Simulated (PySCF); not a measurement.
# C: ionisation energy

C [He] 2s2 2p2 (3P) → C⁺ [He] 2s2 2p1 (2P), as a difference of total energies. All numbers are calculated (PySCF 2.14, the non-relativistic Hamiltonian (point nucleus), in dyall-acv3z (15s9p4d2f, 76 functions)). Correlated levels: valence and next inner shell: nothing frozen; virtual orbitals above 40 to 60 times the deepest correlated orbital energy dropped. The calculations carry no spin-orbit coupling.

```json
{"method": "UHF", "ionisation energy (eV)": "10.801"}
{"method": "MP2 (valence and next inner shell)", "ionisation energy (eV)": "11.267"}
{"method": "SCS-MP2 (valence and next inner shell)", "ionisation energy (eV)": "11.127"}
{"method": "CCSD (valence and next inner shell)", "ionisation energy (eV)": "11.176"}
{"method": "CCSD(T) (valence and next inner shell)", "ionisation energy (eV)": "11.202"}
```

Errors of the correlated levels include the incompleteness of this basis.

**Question.** Which method comes closest to the reference value, and which is furthest?

**Answer.** The reference is 11.262 eV (measured; NIST levels, between the centres of gravity of the two terms). Closest: MP2 (valence and next inner shell) (error 0.005 eV); furthest: UHF (error -0.461 eV).
